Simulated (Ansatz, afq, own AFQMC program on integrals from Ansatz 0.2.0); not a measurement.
## Where AFQMC and coupled cluster stand for BS, doublet

```xyz
2

B     0.0000    0.0000    0.0000
S     0.0000    0.0000    1.7710
```

Basis 6-31G. Noble-gas cores (and the filled d shells of Ga–Kr and In–Xe) are frozen. Integrals, coupled cluster, full CI and functionals: Ansatz 0.2.0; the random walks run on the same integrals in our own AFQMC program. The CISD trial takes its coefficients from CCSD amplitudes. Released means that phaseless walkers are propagated on without the constraint, phases kept. Uncertainties: one standard error, sampling alone.

Determinant: UHF, the one that the program's search chose, which needn't be the lowest solution. The geometry is a point of a scan.

Full CI on the same integrals is exact in this basis and with this determinant's frozen core.

Cautions: raised T1 diagnostic (T1 0.046, weight of the determinant 0.87, largest double 0.09); unrestricted determinant spin contaminated (⟨S²⟩ 0.92 against 0.75); the released energies are still falling, so no released level is given (meV from the phaseless value at times in 1/Eh: -1 ± 5 at 0.24, -6 ± 5 at 0.51, -7 ± 4 at 0.99, -15 ± 3 at 1.62, -19 ± 4 at 2.40), though the last usable value meets full CI within the noise.

```
T1 diagnostic                               : 0.0459
weight of the determinant in the CISD state : 0.872
⟨S²⟩ of the determinant                     : 0.921
size of the correlated space                : 9 electrons in 16 orbitals
```

```csv
level,correlation energy (eV)
MP2,-2.7327
CCSD,-3.1096
CCSD(T),-3.2942
```

Question: Estimate where full CI lies against CCSD(T) on the same integrals.

Answer: 64.0 meV below CCSD(T).

Reference: full CI, correlation energy -3.358 eV.

| level | E − E(reference) (meV) | share of correlation (%) |
| --- | --- | --- |
| CCSD(T) | 64.0 | 98.10 |
| CCSDT | -7.2 | 100.21 |
| CCSDT(Q) | -9.3 | 100.28 |
| CCSDTQ | -3.3 | 100.10 |
| ph-AFQMC/CISD | 18.8 ± 4.8 | 99.44 |

CCSDT and higher add their correlation energy to the determinant of the CCSD(T) run, since their own runs factorise the integrals more tightly (a shift of under 2 meV). A walk keeps the symmetry of its determinant, which the program's search chose and which needn't be the lowest solution, so a lower state of the same spin and another symmetry isn't excluded.
